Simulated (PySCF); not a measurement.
**Gas-phase XPS of `CCCC(=O)O`, computed**

Species: C4H8O2.
Z-matrix (Å and degrees, GFN2-xTB geometry), rows numbered from 1:
```
C 
C   1  1.5227
C   2  1.5257  1  111.70
C   3  1.5059  2  112.18  1  -179.98
O   4  1.2004  3  126.27  2     0.21
O   4  1.3430  3  111.49  2  -179.71
H   1  1.0871  2  110.29  3   179.94
H   1  1.0879  2  110.69  3   -60.14
H   1  1.0879  2  110.72  3    60.02
H   2  1.0911  1  109.89  3   121.08
H   2  1.0910  1  109.89  3  -121.08
H   3  1.0926  2  110.93  1    59.46
H   3  1.0926  2  110.94  1   -59.43
H   6  0.9702  4  110.29  3   179.95
```

Level of theory: PySCF 2.14.0, delta-SCF UKS SCAN, pcX-2 on the ionised atom, pcseg-1 elsewhere, spin-free X2C. These are vertical core ionisation energies against the vacuum level, from separate self-consistent calculations with and without the core hole.

Question: List the computed XPS lines with their assignment.

Answer: 
```
atom(s)                 bonded to  level  binding energy (eV)  above the level's lowest (eV)  count
     C1                 C and 3 H   C 1s               290.66                           0.00      1
     C2               2 C and 2 H   C 1s               290.73                          +0.07      1
     C3               2 C and 2 H   C 1s               291.17                          +0.51      1
     C4  O (double bond), O and C   C 1s               294.86                          +4.20      1
     O5           C (double bond)   O 1s               537.89                           0.00      1
     O6                   C and H   O 1s               539.98                          +2.09      1
```

Lowest listed C 1s: C1, bonded to C and 3 H. Highest, 4.20 eV above it: C4, bonded to O (double bond), O and C. The widest gap between neighbouring values is 3.69 eV, between 291.17 and 294.86 eV. Summing the Pauling electronegativity differences to the bonded atoms, each weighted by its formal bond order, gives -1.05 for the lowest site and +2.67 for the highest; no listed site has a larger sum than the highest.

The listed O 1s values span 2.09 eV, from O5 (bonded to C (double bond)) to O6 (bonded to C and H). Summing the Pauling electronegativity differences to the bonded atoms, each weighted by its formal bond order, gives -1.78 for the lowest site and -2.13 for the highest; the largest sum, -1.78, belongs to O5, 2.09 eV below the top. The smallest sum, -2.13, belongs to O6, 2.09 eV above the lowest.

Question: Which effective nuclear charge Zeff reproduces each element's mean 1s value in the hydrogen-like formula E = 13.606 eV × Zeff²?

Answer: C (Z = 6): mean 291.9 eV, Zeff = 4.63, Z − Zeff = 1.37; O (Z = 8): mean 538.9 eV, Zeff = 6.29, Z − Zeff = 1.71. Means run over the listed sites, weighted by atom count.

Isolated species at its GFN2-xTB geometry (one conformer only).
